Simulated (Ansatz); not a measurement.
Born–Oppenheimer molecular dynamics of BH₅O₂ (8 atoms, charge 0, multiplicity 1). It starts at the highest image of a converged band. Of that band: The profile has 2 maxima (images 2, 4) with wells between them (image 3): this band takes more than one step, which may be the mechanism or a detour left from its start path. Neighbouring images differ by up to 2.0 eV, so the band resolves the path poorly. A vibrational analysis at the climbing image gives one clearly imaginary mode, 1344i cm⁻¹: a first-order saddle point.

The calculation used RKS BLYP/6-31G* in Ansatz.

```
ensemble                      : NVE (velocity Verlet)
time step                     : 0.5 fs
steps asked                   : 200
starting velocities drawn for : 300 K
seed                          : 10947
```

First frame:

```xyz
8
Properties=species:S:1:pos:R:3
B 0.064 0.153 0.144
H -0.324 -0.342 1.387
O 1.410 -0.160 -0.095
H 1.499 -0.689 -0.909
H -0.812 -0.131 -0.629
O -0.088 1.674 0.692
H 0.838 1.967 0.863
H -0.283 0.705 1.470
```

**Question.** How far do the bonds stretch over the last three quarters of this one trajectory? (Pairs bonded in most of those frames.)

**Answer.** 
```json
{"bond": "B1–O3", "mean (Å)": "1.397", "spread (Å)": "0.043", "shortest": "1.33", "longest": "1.46"}
{"bond": "B1–H5", "mean (Å)": "1.222", "spread (Å)": "0.062", "shortest": "1.12", "longest": "1.32"}
{"bond": "B1–O6", "mean (Å)": "1.372", "spread (Å)": "0.053", "shortest": "1.25", "longest": "1.49"}
{"bond": "H2–H8", "mean (Å)": "0.750", "spread (Å)": "0.025", "shortest": "0.71", "longest": "0.78"}
{"bond": "O3–H4", "mean (Å)": "0.987", "spread (Å)": "0.023", "shortest": "0.95", "longest": "1.03"}
{"bond": "O6–H7", "mean (Å)": "0.987", "spread (Å)": "0.010", "shortest": "0.97", "longest": "1.01"}
```

Mean temperature of the second half: 2492 K. The conserved energy stayed within 0.26 meV per atom of its start (net change 0.23 meV per atom), so the integration is sound. The kinetic energy rose, since the run started high on the potential surface and went downhill. It ends in pieces (BH3O2 + H2), so much of that is their flight and rotation, not heat. A run of 0.1 ps of so small a system gives no equilibrium averages. The orbitals stay closed-shell, which can raise the energy where a bond breaks towards radicals; this wasn't checked here.

Run time: 3.8 min on 1 thread of Arm Neoverse V1 (shared host), peak memory 0.092 GiB.
